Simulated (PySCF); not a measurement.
Static response to an electric field

Species: C3H5NO.
Cartesian coordinates in Å at the GFN2-xTB level; atoms count from 1:
```
atom  x, y, z in Å
C1    -1.660    0.091   -0.280
N2    -0.269    0.288   -0.484
C3     0.583   -0.174    0.322
C4     2.013    0.062    0.062
O5     2.905   -0.333    0.764
H6    -2.133    1.073   -0.230
H7    -1.903   -0.488    0.621
H8    -2.058   -0.410   -1.163
H9     0.333   -0.752    1.221
H10    2.197    0.648   -0.856
```

Level: PBE0/def2-SVPD (PySCF), static field, nuclei fixed, core orbitals frozen in the response. The polarisability tensor in these axes (au):

```
x   71.63 -3.58  8.80
y   -3.58 37.36 -6.66
z    8.80 -6.66 44.67
```

Q: Diagonalise the tensor; give its mean and Δα, where Δα² is half the sum of the squared differences of the eigenvalues.

A: Principal values 33.37, 45.28 and 75.02 au; mean 51.22 au = 7.59 Å³ = 8.45 × 10⁻⁴⁰ C²·m²/J; Δα = 37.16 au (73 % of the mean).

Q: What is the dipole moment, and where does it point?

A: (-3.20, 0.06, -0.35) D, 3.22 D in size, pointing from the negative to the positive side. Measured along this direction, the outermost atoms are O5 at the negative end and H8 and H6 at the positive end.

Q: How large is μ²/3kT at 500 K beside α?

A: In Gaussian units μ²/3kT = 50.12 Å³ against 7.59 Å³, a ratio of 6.60; the Debye molar polarisation (4π/3)N_A(α + μ²/3kT) is 145.6 cm³/mol, leaving out the vibrational part.

Q: Rayleigh depolarisation ratio (linearly polarised light, static tensor)?

A: ρ = 3Δα²/(45ᾱ² + 4Δα²) = 4142.9/(118077 + 5523.9) = 0.0335.

Q: Refractivity n − 1 of an ideal gas of it at 400 K and 1 atm, from the electronic α?

A: N = p/kT = 1.8347 × 10¹⁹ cm⁻³, so n − 1 = 2π × N × 7.59 × 10⁻²⁴ cm³ = 875 × 10⁻⁶ at long wavelengths.

The structure is a single GFN2-xTB conformer in the gas phase; no vibrational or solvent corrections.
